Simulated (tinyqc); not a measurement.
Orbital energy against energy difference: ionisation energy by orbital energies and by energy differences in the 6-31g* basis, for HF, spin multiplicity 1. Computed by the program tinyqc with PySCF. The cation is unrestricted; errors are against CCSD(T) in this basis, not against experiment.

Geometry (angstrom):

| atom | x | y | z |
|---|---|---|---|
| F | 0.0000 | 0.0000 | 0.0000 |
| H | 0.0000 | 0.0000 | 0.8250 |

CCSD(T) difference in the same basis = 15.8730 eV

IP-EOM-CCSD = 15.5622 eV

First vertical ionisation energy (eV):

| method | -e(HOMO) | E(cation) - E | error of -e(HOMO) | error of the difference |
|---|---|---|---|---|
| HF | 17.3858 | 14.602540 | 1.5128 | -1.2704 |
| LDA | 8.5570 | 16.533843 | -7.3159 | 0.6609 |
| PBE | 8.4316 | 16.111912 | -7.4414 | 0.2389 |
| B3LYP | 10.5060 | 16.180534 | -5.3669 | 0.3076 |
| PBE0 | 10.9625 | 16.062522 | -4.9105 | 0.1896 |
| CAM-B3LYP | 12.4623 | 16.174029 | -3.4107 | 0.3011 |
| LC-wPBE | 13.8079 | 16.241138 | -2.0650 | 0.3682 |

What does the comparison show, and why?

Koopmans errs by +1.51 eV and Delta-HF by -1.27 eV: relaxation, 2.78 eV, lowers the value and the missing correlation difference works against it. The PBE level is off by -7.4 eV through the wrong tail of its potential, though its energy difference is off by +0.24 eV; exact exchange deepens the level, and among the orbital energies HF comes closest; among the differences PBE0 does.
